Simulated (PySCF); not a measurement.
Isomers of C5H11N, one conformer each. Theory: core-valence-separated Tamm–Dancoff BHandHLYP/aug-pcX-1 (pcseg-1 on H) in PySCF, non-relativistic, gas phase, PBE0-D3(BJ)/def2-SVP geometry. No empirical shift is added; at this level the pattern usually sits a few eV under experiment.

P. `N(=C\C)/C(C)C`
Q. `C=C[C@@H](C)NC`

Main lines, eV (oscillator strength):
1. C K: 282.5 (0.062), 282.6 (0.060), 285.3 (0.012), 285.6 (0.009), 285.9 (0.013); N K: 399.5 (0.019), 400.6 (0.007), 401.0 (0.005), 401.1 (0.002), 401.3 (0.004)
2. C K: 283.1 (0.069), 285.3 (0.023), 285.5 (0.010), 285.9 (0.032), 286.0 (0.042); N K: 396.2 (0.060), 402.1 (0.007)
Listed: the first five lines at most of each edge with a tenth or more of its strongest line's intensity; roots within 0.03 eV on the same or equivalent atoms are summed. Only the lowest roots were sought, and the top ones are left out.

**Question.** Which spectrum belongs to which isomer?

**Answer.** 1 = Q, 2 = P.
- P: first C line listed at 283.1 eV, hole on the imine carbon (1s→π*); first N line listed at 396.2 eV, hole on the imine nitrogen.
- Q: first C line listed at 282.5 eV, hole on the alkene CH carbon (1s→π*); first N line listed at 399.5 eV, hole on the secondary amine nitrogen.

**Question.** What are the ground-state energies of the isomers at BHandHLYP/aug-pcX-1 (pcseg-1 on H), relative to the lowest?

**Answer.** P 0.0, Q 56.0 kJ/mol (electronic energies on these geometries, no dispersion or zero-point terms).
